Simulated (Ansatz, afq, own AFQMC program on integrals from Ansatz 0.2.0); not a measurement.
Two steps: Ansatz 0.2.0 writes the Fock matrix and Cholesky factors of the valence space, and afq projects on them the lowest state that overlaps trial and start.

```yaml
crystal:
  periodic: [false, false, false]
  atoms:
    - {symbol: P, position_ang: [0.000000, 0.000000, 0.000000]}
basis:
  gaussian: {orbitals: 6-31G}
magnetization: {spin_polarized: true, initial_magnetization: 5}
correlation: {method: ccsd_t, electrons: outside_noble_gas, hamiltonian_folder: ham}
```

```sh
$ ansatz run in.yaml --threads 1 --pin off --events-out ev --progress --plain --max-ram 16896MiB --backend cuda --devices 0, --max-vram 18GiB
```

afq runs on the folder ham with

```
--method phaseless --trial cisd --walkers 4000 --populations 20 --least-time 60 --time-step 0.005 --steps-per-block 50 --equilibration-blocks 28 --max-blocks 4000 --target-error 0.00014 --factor-cut 1e-05 --start spin_pure --seed 2790 --release-times 0.24,0.51,0.99,1.62,2.4 --release-step 0.03 --release-every 3 --taylor-order 6
```

Times are imaginary, in 1/Eh. The walk had a cap of 122 s. With eight or more populations the least sampling time is a fifth of least-time, and the error comes from their spread.

Output of the walk:

```
orbitals 8  electrons 5 0  factors 29 of 61
reference energy -340.13290762 Eh
CCSD correlation -0.00273647 Eh in 4 cycles, weight of the determinant in the CISD state 0.9977
energy of the start -340.135644 Eh
 block  time / (1/Eh)  mean weight  energy / Eh
     1     0.250  1.0000  -340.135645
     2     0.500  1.0000  -340.135647
     3     0.750  1.0000  -340.135648
     4     1.000  1.0000  -340.135650
     5     1.250  1.0000  -340.135652
    12     3.000  1.0000  -340.135655
    19     4.750  1.0000  -340.135660
    26     6.500  1.0000  -340.135656
    33     8.250  1.0000  -340.135657
    40    10.000  1.0000  -340.135657
    47    11.750  0.9999  -340.135656
    54    13.500  1.0000  -340.135654
    55    13.750  0.9999  -340.135653
    61    15.250  1.0000  -340.135659
    68    17.000  1.0000  -340.135660
    72    18.000  0.9998  -340.135677
    75    18.750  1.0000  -340.135657
    78    19.500  1.0001  -340.135656
error from the spread of 20 populations
released: time / (1/Eh)  energy / Eh  error  mean overlap
  0.24  -340.135657  0.000001  1.0001
  0.51  -340.135658  0.000001  0.9992
  0.99  -340.135657  0.000001  0.9998
  1.62  -340.135652  0.000006  1.0006
  2.40  -340.135656  0.000001  1.0008
energy -340.135657 +/- 0.000001 Eh
(rows thinned)
```

The run passed its tests (sampling time, drift between the halves within three errors, error under three times the target), which doesn't prove that it has relaxed.

Against this walk (error 0.0 meV) on the same determinant: CCSD(T) 0.1 meV higher, CCSDT(Q) 0.0 meV higher (within the noise), CCSDTQ 0.0 meV higher (within the noise), full CI 0.0 meV higher (within the noise). The error is statistical and leaves out the bias of the constraint. Released to 2.40 1/Eh the energy moves by 0.04 ± 0.03 meV (both errors), within twice the noise.

Cautions: constraint bias not in the error; another spin lies lower (by 15.49 eV); in this basis the state lies above a state of the ion, a sign that the basis lacks the diffuse functions it needs, so its energy is an artefact of the basis.

The walk took 15 s on 1 × NVIDIA H100 80GB HBM3 with 2 threads of AMD EPYC 7R13 Processor (Zen 3), on a shared host (the card was shared). The log's last line is the phaseless energy.

CCSDT and higher add their correlation energy to the determinant of the CCSD(T) run, since their own runs factorise the integrals more tightly (a shift of under 2 meV). A walk keeps the symmetry of its determinant, which the program's search chose and which needn't be the lowest solution, so a lower state of the same spin and another symmetry isn't excluded.
